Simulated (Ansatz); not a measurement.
# SiH4S (Si(SH)H3) at 6 levels

Wanted: a comparison of 6 runs (UHF/STO-3G, HSE06/STO-3G, PBE0/STO-3G, SVWN5/STO-3G, UPBE/STO-3G, MP2/STO-3G) of SiH4S (Si(SH)H3). 

The results are computed with Ansatz 0.2.0.

54 further runs of the same task are left out: 54 set aside as unsound or not needed.

### 1 The molecule

The species is SiH4S (6 atoms), meant as a singlet with charge 0. As SMILES, `[H][Si]([H])([H])S`. The H6–Si1 distance was set to 3.644 Å, away from the relaxed value. At this shape a bond of the SMILES string is far longer than usual.

Bond lengths: Si1–S2 2.147 Å, S2–H3 1.325 Å, Si1–H4 1.452 Å, Si1–H5 1.457 Å. Angles: Si1–S2–H3 97.0°, S2–Si1–H4 103.2°, S2–Si1–H5 107.7°, H4–Si1–H5 113.2°.

### 2 The energy at UHF/STO-3G (run 1)

File run.yaml:

```yaml
crystal:
  periodic: [false, false, false]
  atoms:
    - symbol: Si
      position_ang: [1.254352, 1.801260, 0.066566]
    - symbol: S
      position_ang: [1.306862, 1.835620, 2.212616]
    - symbol: H
      position_ang: [-0.003668, 1.875710, 2.406386]
    - symbol: H
      position_ang: [2.659152, 1.795110, -0.298804]
    - symbol: H
      position_ang: [0.549912, 2.996400, -0.379014]
    - symbol: H
      position_ang: [-0.500900, -1.225100, -0.952020]
basis:
  gaussian:
    orbitals: STO-3G
magnetization:
  spin_polarized: true
  initial_magnetization: 0
hamiltonian:
  xc: hf
accuracy: high
```

The run is started by

```sh
$ ansatz run run.yaml --threads 1 --pin off --max-ram 2610MiB --events-out events.jsonl --progress --plain --runs-dir runs
```

Standard output:

```text
Warning: RAYON_NUM_THREADS=1 ignored (pool sized by the plan → 1); use --threads N
Functional definition: HF
  name "HF"
  exchange = exact_x
  correlation = 0
383 factors; integrals over basis functions are off by at most 2.1e-8 eV
mean field evaluation 1: about -18518.5123 eV, gradient 1.3e1 eV
mean field evaluation 2: about -18518.5226 eV, gradient 1.3e1 eV
mean field evaluation 4: about -18522.0646 eV, gradient 8.1e0 eV
mean field evaluation 8: about -18524.1482 eV, gradient 1.2e0 eV
mean field evaluation 16: about -18524.1694 eV, gradient 2.1e-4 eV
mean field evaluation 32: about -18529.5443 eV, gradient 2.6e-6 eV
mean field evaluation 64: about -18523.6866 eV, gradient 2.4e0 eV
mean field -18529.54426652 eV, -680.9481920185 hartree, gradient 6.8e-8 eV, S^2 0.999642; 2 other end points of the search recorded, 0 dependent functions left out
reference -18529.54426652 eV, -680.9481920185 hartree; 17, 17 occupied and 5, 5 virtual orbitals, 383 factors
Total energy: -18529.54426652 eV, -680.9481920185 hartree
```

It took 0.28 s on 1 thread of Arm Neoverse V1, shared host.

### 3 The energy at HSE06/STO-3G (run 2)

File run.yaml:

```yaml
crystal:
  periodic: [false, false, false]
  atoms:
    - {symbol: Si, position_ang: [1.254352, 1.801260, 0.066566]}
    - {symbol: S, position_ang: [1.306862, 1.835620, 2.212616]}
    - {symbol: H, position_ang: [-0.003668, 1.875710, 2.406386]}
    - {symbol: H, position_ang: [2.659152, 1.795110, -0.298804]}
    - {symbol: H, position_ang: [0.549912, 2.996400, -0.379014]}
    - {symbol: H, position_ang: [-0.500900, -1.225100, -0.952020]}
basis:
  gaussian:
    orbitals: STO-3G
hamiltonian:
  xc: {name: HSE06}
accuracy: high
```

The run is started by

```sh
$ ansatz run run.yaml --threads 1 --pin off --max-ram 2610MiB --events-out events.jsonl --progress --plain --runs-dir runs
```

Standard output:

```text
Warning: RAYON_NUM_THREADS=1 ignored (pool sized by the plan → 1); use --threads N
Functional definition: HSE06
  name "HSE06"
  parameter a = 0.25
  parameter omega = 0.11/bohr
  exchange = pbe_x - a*pbe_x_sr(omega) + a*exact_x_sr(omega)
  correlation = pbe_c
383 factors; integrals over basis functions are off by at most 2.1e-8 eV
64 factors; integrals over basis functions are off by at most 1.3e-9 eV
mean field evaluation 1: about -18544.1424 eV, gradient 2.0e1 eV
mean field evaluation 2: about -18538.0392 eV, gradient 2.8e1 eV
mean field evaluation 4: about -18545.1143 eV, gradient 1.1e1 eV
mean field evaluation 8: about -18547.2163 eV, gradient 1.7e1 eV
mean field evaluation 16: about -18552.2857 eV, gradient 1.3e-8 eV
mean field -18552.28574463 eV, -681.7839259242 hartree, gradient 1.3e-8 eV, S^2 0.000000; 0 other end points of the search recorded, 0 dependent functions left out
reference -18552.28574679 eV, -681.7839260036 hartree; 17, 17 occupied and 5, 5 virtual orbitals, 383 factors
Total energy: -18552.28574679 eV, -681.7839260036 hartree
```

Wall time 1.8 s (1 thread of Arm Neoverse V1, shared host); peak memory 0.1 GiB.

Runs 3 to 5 aren't shown in full; the table further down has their settings and results.

### 4 The energy at MP2/STO-3G (run 6)

File molecule.yaml:

```yaml
crystal:
  periodic: [false, false, false]
  atoms:
    - {symbol: Si, position_ang: [1.254352, 1.801260, 0.066566]}
    - {symbol: S, position_ang: [1.306862, 1.835620, 2.212616]}
    - {symbol: H, position_ang: [-0.003668, 1.875710, 2.406386]}
    - {symbol: H, position_ang: [2.659152, 1.795110, -0.298804]}
    - {symbol: H, position_ang: [0.549912, 2.996400, -0.379014]}
    - {symbol: H, position_ang: [-0.500900, -1.225100, -0.952020]}
basis:
  gaussian:
    orbitals: STO-3G
correlation:
  method: mp2
  frozen_orbitals: {H: 0, S: 5, Si: 5}
accuracy: high
```

The run is started by

```sh
$ ansatz run molecule.yaml --threads 1 --pin off --max-ram 2610MiB --events-out events.jsonl --progress --plain --runs-dir runs
```

Standard output, cut to the lines that bear on the results:

```text
Warning: RAYON_NUM_THREADS=1 ignored (pool sized by the plan → 1); use --threads N
[... 2 set-up lines as earlier in the session ...]
[...]
383 factors; integrals over basis functions are off by at most 2.1e-8 eV
[...]
mean field -18524.16938945 eV, -680.7506689292 hartree, gradient 4.4e-8 eV, S^2 0.000000; 1 other end points of the search recorded, 0 dependent functions left out; unrestricted orbitals would lower it
unrestricted determinant -18529.54426652 eV, -680.9481920184 hartree, S^2 0.9996
10 core orbitals not correlated: weight in the atoms' cores, before any rotation towards them, 1.000 or more for the frozen orbitals, at most 0.000 for the correlated occupied ones
reference -18524.16938945 eV, -680.7506689292 hartree; 7, 7 occupied and 5, 5 virtual orbitals, 383 factors
second order -5.30165818 eV of doubles, -0.00000000 eV of singles
WARN: the method's energy lies above the unrestricted determinant's, so it is not that of the lowest state
Total energy: -18529.47104763 eV, -680.9455012738 hartree
```

Wall time 0.2 s (1 thread of Arm Neoverse V1, shared host).

### 5 All runs side by side

| run | level | frozen core orbitals | energy (Eh) | wall time |
| --- | --- | --- | --- | --- |
| 1 | UHF/STO-3G | – | -680.948192 | 0.28 s |
| 2 | HSE06/STO-3G | – | -681.783926 | 1.8 s |
| 3 | PBE0/STO-3G | – | -681.795938 | 1.4 s |
| 4 | SVWN5/STO-3G | – | -679.432912 | 1 s |
| 5 | UPBE/STO-3G | – | -681.768834 | 5.7 s |
| 6 | MP2/STO-3G | 10 | -680.945501 | 0.2 s |

### 6 Results

| quantity | value |
| --- | --- |
| run 6: total energy | -680.94550 Eh |
| run 6: correlation energy (10 core orbitals frozen) | -194.8 mEh |

What this shows: Totals of different functionals can't be ranked against each other. In run 6 the log says that unrestricted orbitals would lower the reference, so the values rest on an unstable closed-shell determinant (other closed-shell runs at this shape may share the fault). In runs 1, 2, 3, 4, 5, 6 the basis is minimal, so the values are rough. In runs 2, 3, 4, 6 a closed-shell determinant meets a far-stretched bond, which it describes badly. Spin contamination of the reference: run 1 ⟨S²⟩ = 1.00, run 5 ⟨S²⟩ = 0.99. Where it is this large, the reference is a mixture of spin states, and values that rest on it are in doubt. All runs together took 10 s, the longest 5.7 s.
